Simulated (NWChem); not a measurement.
The numbers come from NWChem runs, not from measurements. System: F$_{2}$, charge 0, spin multiplicity 1, displaced from the optimised geometry. Level: B3LYP/cc-pVDZ, VWN1-RPA local correlation, spin-restricted.

Part of the output:

```
             Northwest Computational Chemistry Package (NWChem) 7.3.0
             --------------------------------------------------------

                                NWChem Input Module
                                -------------------

 Scaling coordinates for geometry "geometry" by  1.889725989
 (inverse scale =  0.529177249)

                             Geometry "geometry" -> ""
                             -------------------------

 Output coordinates in angstroms (scale by  1.889725989 to convert to a.u.)

  No.       Tag          Charge          X              Y              Z
 ---- ---------------- ---------- -------------- -------------- --------------
    1 F                    9.0000     0.00000000     0.00000000     0.68822600
    2 F                    9.0000     0.00000000     0.00000000    -2.75290400

 Effective nuclear repulsion energy (a.u.)      12.4561865344

            Nuclear Dipole moment (a.u.)
            ----------------------------
        X                 Y               Z
 ---------------- ---------------- ----------------
     0.0000000000     0.0000000000   -35.1150810718


 Summary of "ao basis" -> "" (spherical)
 ------------------------------------------------------------------------------
       Tag                 Description            Shells   Functions and Types
 ---------------- ------------------------------  ------  ---------------------
 *                          cc-pvdz                   on all atoms

                                 NWChem DFT Module
                                 -----------------

 Summary of "ao basis" -> "ao basis" (spherical)
 ------------------------------------------------------------------------------
       Tag                 Description            Shells   Functions and Types
 ---------------- ------------------------------  ------  ---------------------
 F                          cc-pvdz                  6       14   3s2p1d

 Summary of "ao basis" -> "ao basis" (spherical)
 ------------------------------------------------------------------------------
       Tag                 Description            Shells   Functions and Types
 ---------------- ------------------------------  ------  ---------------------
 F                          cc-pvdz                  6       14   3s2p1d

            General Information
            -------------------
          SCF calculation type: DFT
          Wavefunction type:  closed shell.
[...]

     Total iterative time =      0.2s

                       DFT Final Molecular Orbital Analysis
                       ------------------------------------

 Vector    7  Occ=2.000000D+00  E=-4.438441D-01
              MO Center= -2.9D-11,  1.9D-11, -1.0D+00, r^2= 3.4D+00
   Bfn.  Coefficient  Atom+Function         Bfn.  Coefficient  Atom+Function
  ----- ------------  ---------------      ----- ------------  ---------------
     4      0.348234  1 F  px                18     -0.348276  2 F  px
     5     -0.345450  1 F  py                19      0.345491  2 F  py
     7      0.229122  1 F  px                21     -0.229149  2 F  px
     8     -0.227290  1 F  py                22      0.227317  2 F  py

 Vector    8  Occ=2.000000D+00  E=-4.438441D-01
              MO Center=  5.8D-10,  5.8D-10, -1.0D+00, r^2= 3.4D+00
   Bfn.  Coefficient  Atom+Function         Bfn.  Coefficient  Atom+Function
  ----- ------------  ---------------      ----- ------------  ---------------
     5      0.348234  1 F  py                19     -0.348276  2 F  py
     4      0.345450  1 F  px                18     -0.345491  2 F  px
     8      0.229122  1 F  py                22     -0.229149  2 F  py
     7      0.227290  1 F  px                21     -0.227317  2 F  px

 Vector    9  Occ=2.000000D+00  E=-4.237200D-01
              MO Center= -4.3D-11, -5.6D-11, -1.0D+00, r^2= 3.4D+00
   Bfn.  Coefficient  Atom+Function         Bfn.  Coefficient  Atom+Function
  ----- ------------  ---------------      ----- ------------  ---------------
     6      0.481498  1 F  pz                20     -0.481497  2 F  pz
     9      0.332130  1 F  pz                23     -0.332130  2 F  pz

 Vector   10  Occ=0.000000D+00  E=-3.871330D-01
              MO Center= -5.4D-11, -5.8D-11, -1.0D+00, r^2= 3.4D+00
   Bfn.  Coefficient  Atom+Function         Bfn.  Coefficient  Atom+Function
  ----- ------------  ---------------      ----- ------------  ---------------
     6      0.487071  1 F  pz                20      0.487072  2 F  pz
     9      0.327539  1 F  pz                23      0.327540  2 F  pz

 Vector   11  Occ=0.000000D+00  E= 1.053744D+00
              MO Center= -6.2D-10, -6.5D-10, -1.0D+00, r^2= 3.8D+00
   Bfn.  Coefficient  Atom+Function         Bfn.  Coefficient  Atom+Function
  ----- ------------  ---------------      ----- ------------  ---------------
     9      0.734855  1 F  pz                23     -0.734854  2 F  pz
     6     -0.651481  1 F  pz                20      0.651481  2 F  pz
     2      0.026599  1 F  s                 16      0.026599  2 F  s

 Vector   12  Occ=0.000000D+00  E= 1.090072D+00
              MO Center=  3.0D-08,  3.0D-08, -1.0D+00, r^2= 3.9D+00
   Bfn.  Coefficient  Atom+Function         Bfn.  Coefficient  Atom+Function
  ----- ------------  ---------------      ----- ------------  ---------------
     7      0.525107  1 F  px                 8      0.526827  1 F  py
    21      0.525101  2 F  px                22      0.526821  2 F  py
     4     -0.456404  1 F  px                 5     -0.457898  1 F  py
    18     -0.456399  2 F  px                19     -0.457893  2 F  py

 center of mass
 --------------
 x =   0.00000000 y =   0.00000000 z =  -1.95083784

 moments of inertia (a.u.)
 ------------------
         401.686154744376           0.000000000000           0.000000000000
           0.000000000000         401.686154744376           0.000000000000
           0.000000000000           0.000000000000           0.000000000000

     Multipole analysis of the density
     ---------------------------------

     L   x y z        total         alpha         beta         nuclear
     -   - - -        -----         -----         ----         -------
     0   0 0 0     -0.000000     -9.000000     -9.000000     18.000000

     1   1 0 0     -0.000000     -0.000000     -0.000000      0.000000
     1   0 1 0     -0.000000     -0.000000     -0.000000      0.000000
     1   0 0 1     -0.000009     17.557536     17.557536    -35.115081

     2   2 0 0     -7.027369     -3.513685     -3.513685      0.000000
     2   1 1 0     -0.000000     -0.000000     -0.000000      0.000000
     2   1 0 1      0.000000      0.000000      0.000000      0.000000
     2   0 2 0     -7.027369     -3.513685     -3.513685      0.000000
     2   0 1 1      0.000000      0.000000      0.000000      0.000000
     2   0 0 2     -5.850977   -132.321609   -132.321609    258.792242

 Task  times  cpu:        0.3s     wall:        0.3s

 Total times  cpu:        0.3s     wall:        0.3s
```

Q: Write an NWChem input that would produce this output.

A: One answer among several that fit: 
```
start mol
memory heap 200 mb stack 800 mb global 1000 mb
geometry units angstroms nocenter noautoz noautosym
  F      0.000000     0.000000     0.688226
  F      0.000000     0.000000    -2.752904
end
basis spherical
  * library cc-pvdz
end
dft
  xc b3lyp
  semidirect memsize 60000000 filesize 0
  iterations 100
end
task dft energy
```
